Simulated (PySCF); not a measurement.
Isomers of S2F2, one conformer each. Theory: core-valence-separated Tamm–Dancoff BHandHLYP/aug-pcX-1 (def2-SVPD on S) in PySCF, non-relativistic, gas phase, PBE0-D3(BJ)/def2-SVP geometry. Absolute energies from this functional tend to lie a few eV below measured edges; no shift was applied.

P. difluorodisulfane (`FSSF`)
Q. thio-thionyl fluoride (`FS(F)=S`)

Main lines, eV (oscillator strength):
1. F K: 682.0 (0.077), 686.3 (0.011), 687.5 (0.008)
2. F K: 682.6 (0.075), 685.2 (0.018), 687.3 (0.012)
Listed: the first five lines at most of each edge with a tenth or more of its strongest line's intensity; roots within 0.03 eV on the same or equivalent atoms are summed. Only the lowest roots were sought, and the top ones are left out.

Problem. Which spectrum belongs to which isomer?

Solution. 1 = P, 2 = Q.
- P: first F line listed at 682.0 eV, hole on the sulfur-bound fluorine.
- Q: first F line listed at 682.6 eV, hole on the sulfur-bound fluorine.

Problem. What are the ground-state energies of the isomers at BHandHLYP/aug-pcX-1 (def2-SVPD on S), relative to the lowest?

Solution. P 0.0, Q 17.7 kJ/mol (electronic energies on these geometries, no dispersion or zero-point terms).
